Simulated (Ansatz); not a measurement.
Abridged output of a molecular run in Ansatz:

```
Functional definition: HF
2127 factors; integrals over basis functions are off by at most 9.8e-4 eV
mean field evaluation 1: about -9383.2475 eV, gradient 5.0e1 eV
mean field evaluation 2: about -9383.6177 eV, gradient 5.0e1 eV
mean field evaluation 4: about -9389.1661 eV, gradient 6.6e0 eV
mean field evaluation 8: about -9389.2900 eV, gradient 5.3e-1 eV
mean field evaluation 16: about -9389.2917 eV, gradient 2.4e-6 eV
mean field -9389.29169170 eV, -345.0501053793 hartree, gradient 2.4e-6 eV, S^2 0.000000; 0 other end points of the search recorded, 0 dependent functions left out
7 core orbitals not correlated: weight in the atoms' cores, before any rotation towards them, 1.000 or more for the frozen orbitals, at most 0.000 for the correlated occupied ones
reference -9389.29169170 eV, -345.0501053793 hartree; 21, 21 occupied and 329, 329 virtual orbitals, 2127 factors
second order -35.78739826 eV of doubles, -0.00000000 eV of singles
cycle   1  -36.02987185 eV  change   -2.4e-1 eV  update   1.3e-1
cycle   2  -36.90228454 eV  change   -8.7e-1 eV  update   4.0e-2
cycle   3  -37.11771989 eV  change   -2.2e-1 eV  update   2.1e-2
cycle   4  -37.10083382 eV  change    1.7e-2 eV  update   5.0e-3
cycle   5  -37.09972022 eV  change    1.1e-3 eV  update   2.3e-3
cycle   6  -37.10058953 eV  change   -8.7e-4 eV  update   6.8e-4
cycle   7  -37.10017209 eV  change    4.2e-4 eV  update   2.8e-4
cycle   8  -37.10006829 eV  change    1.0e-4 eV  update   9.4e-5
cycle   9  -37.10011665 eV  change   -4.8e-5 eV  update   3.7e-5
perturbative correction -1.52113927 eV, -0.0559008372 hartree
Total energy: -9427.91294761 eV, -346.4694103559 hartree
```

Its atoms:

Cartesian coordinates in Å:
```
C 2.0934 1.3004 1.1013
C 0.6604 1.7263 0.8957
O -0.2224 0.5980 0.8692
C -0.3613 -0.0245 -0.3098
O 0.1959 0.3189 -1.3182
C -1.3033 -1.1908 -0.1907
C -1.4948 -1.9327 -1.4962
H 2.1961 0.7108 2.0146
H 2.4455 0.7087 0.2553
H 2.7323 2.1823 1.1902
H 0.5466 2.2862 -0.0341
H 0.3035 2.3349 1.7275
H -2.2514 -0.8063 0.1986
H -0.9130 -1.8467 0.5939
H -1.8961 -1.2728 -2.2666
H -0.5466 -2.3248 -1.8668
H -2.1849 -2.7679 -1.3638
```

Task: Which basis set was used?
A. cc-pV(Q+d)Z
B. def2-SVP
C. def2-TZVPP
D. def2-TZVPPD

Result: C. It gives 357 functions.

Task: Write the keys of the input that set method, charge and spin (a neutral closed shell needs none for the last two).

Result: 
```yaml
correlation: {method: ccsd_t}
```
